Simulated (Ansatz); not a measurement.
Predict the output of the script below (Ansatz 0.2.0, Python API).

Script `c4h8o2.py`:
```python
# -*- coding: utf-8 -*-
"""Rank force-field conformers of C4H8O2 by single points."""

import ansatz
from rdkit import Chem
from rdkit.Chem import AllChem


def main():
    rd = Chem.AddHs(Chem.MolFromSmiles("C=COCOC"))
    ids = list(AllChem.EmbedMultipleConfs(rd, numConfs=20, randomSeed=898, pruneRmsThresh=0.4))
    field = [energy for _, energy in AllChem.MMFFOptimizeMoleculeConfs(rd)]
    distinct = {round(e, 2): i for i, e in zip(ids, field)}
    chosen = sorted(distinct.items())[:5]
    found = []
    for force_field, index in chosen:
        system = ansatz.Crystal.molecule()
        for atom, xyz in zip(rd.GetAtoms(), rd.GetConformer(index).GetPositions()):
            system = system.atom(atom.GetSymbol(), xyz.round(5).tolist())
        calc = system.calculation().basis(gaussian="6-31G*").functional("r2scan", dispersion="d3bj")
        found.append(calc.run(threads=1, backend="cpu").report["free_energy_ev"])
    print("conformer   MMFF (kcal/mol)   this level (eV)")
    for (force_field, index), e in zip(chosen, found):
        print(f"{index:9d} {force_field - chosen[0][0]:17.2f} {(e - min(found)):17.3f}")


if __name__ == "__main__":
    main()
```

Running `python c4h8o2.py` prints:
```text
DeckWarning: the engine holds no damping parameters fitted to this dispersion correction and functional, so the run takes those fitted to r2scan beside the three-body term, which d3bj leaves out (hamiltonian.dispersion, under Limitations)
conformer   MMFF (kcal/mol)   this level (eV)
        5              0.00             0.000
        7              2.08             0.115
        2              2.21             0.186
        4              4.52             0.304
```
(Warnings from the package without file and line.)

The conformers keep their force-field geometries. A dispersion term here runs with damping parameters fitted for another variant or functional. It ran for 27 s on 1 thread of Arm Neoverse V1, with other jobs on the host, peak memory 0.29 GiB.
